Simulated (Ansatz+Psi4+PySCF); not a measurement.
doublet BHO(+): levels of theory in one basis

```yaml
atoms:
  - { symbol: H, position_ang: [0.0000, 0.0000, -0.0018] }
  - { symbol: B, position_ang: [0.0000, 0.0000, 1.1641] }
  - { symbol: O, position_ang: [0.0000, 0.0000, 2.3776] }
```

Basis set: cc-pVTZ (spherical functions). Left uncorrelated: 2 orbitals. Correlation on ROHF uses semicanonical orbitals with singles. Charge 1, multiplicity 2.

Computed with Ansatz (development build ahead of 0.2.0) and Psi4 1.11; each method stands on the lowest determinant of its kind that the runs found.

```json
{"method": "ROHF", "E − E(ROHF) (eV)": "0.00", "<S²> of the determinant": "0.75"}
{"method": "UHF", "E − E(ROHF) (eV)": "-0.11", "<S²> of the determinant": "0.76"}
{"method": "ROHF-MP2", "E − E(ROHF) (eV)": "-6.78", "<S²> of the determinant": "–"}
{"method": "UHF-MP2", "E − E(ROHF) (eV)": "-6.77", "<S²> of the determinant": "0.76"}
{"method": "ROHF-CCSD", "E − E(ROHF) (eV)": "-7.33", "<S²> of the determinant": "–"}
{"method": "UHF-CCSD", "E − E(ROHF) (eV)": "-7.33", "<S²> of the determinant": "0.76"}
{"method": "ROHF-CCSD(T)", "E − E(ROHF) (eV)": "-7.55", "<S²> of the determinant": "–"}
{"method": "UHF-CCSD(T)", "E − E(ROHF) (eV)": "-7.55", "<S²> of the determinant": "0.76"}
{"method": "ROHF-CCSDT", "E − E(ROHF) (eV)": "-7.57", "<S²> of the determinant": "–"}
{"method": "UHF-CCSDT", "E − E(ROHF) (eV)": "-7.57", "<S²> of the determinant": "0.76"}
```

Caution for UHF-MP2, UHF-CCSD, UHF-CCSD(T), UHF-CCSDT: a plain start can end on a higher determinant.
